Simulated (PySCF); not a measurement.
## Relaxing a trial structure of AlH3NSi−

The starting geometry of this gas-phase singlet was optimised with GFN2-xTB.

```xyz
6

Al    0.7564    0.6578    0.8067
N    -0.5305    1.5765    1.6564
Si   -0.5320    2.6601    0.3489
H    -1.6296    3.7326    0.7236
H     2.3406    0.6848    1.0953
H     0.5989   -0.6977   -0.0487
```

Problem. Predict what it relaxes into with PBE0-D3(BJ)/def2-SVPD.

Solution. A bond breaks, giving a structure given below by its coordinates. Contacts that open: Al1–Si3 (2.42 → 3.38 Å).

The energy falls by 0.49 eV over 17 steps:

```
step  E − E(last) (eV)
   1             0.494
   3             0.379
   5             0.363
   6             0.349
   8             0.246
  10             0.047
  12             0.009
  13             0.002
  15             0.000
  17             0.000
```

Final geometry (Å):

```xyz
6

Al    0.9274    0.4501    0.7676
N    -0.0582    1.8584    0.5628
Si   -0.8889    3.2392    0.1685
H    -1.8583    3.4214    1.4139
H     2.3718    0.4719    1.4945
H     0.4976   -1.0205    0.2502
```

The end wasn't checked by frequencies. Run with PySCF 2.14.0, 68 s on 2 threads of Arm Neoverse V1 (shared host).
